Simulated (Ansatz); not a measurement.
A structure relaxed at PBE0-D4/def2-TZVP, charge 0, multiplicity 1:

```tsv
atom	x (Å)	y (Å)	z (Å)
C1	0.348	-0.977	0.755
C2	-0.290	0.313	0.301
C3	-0.736	0.520	-1.114
C4	0.324	1.167	-0.765
H5	1.044	-0.805	1.582
H6	-0.405	-1.690	1.104
H7	0.902	-1.444	-0.062
H8	-0.857	0.816	1.090
H9	-1.456	0.260	-1.871
H10	1.127	1.838	-1.020
```

Task: Give its formula and SMILES.

Result: C4H6, `CC1C=C1`.

Task: Point group (tolerance 0.08 Å, 0.16 Å for H)?

Result: Cs.

Task: Summarise the bond lengths by kind.

Result: 4 × C–C 1.290 to 1.509 Å; 6 × C–H 1.077 to 1.094 Å.

Computed with Ansatz.
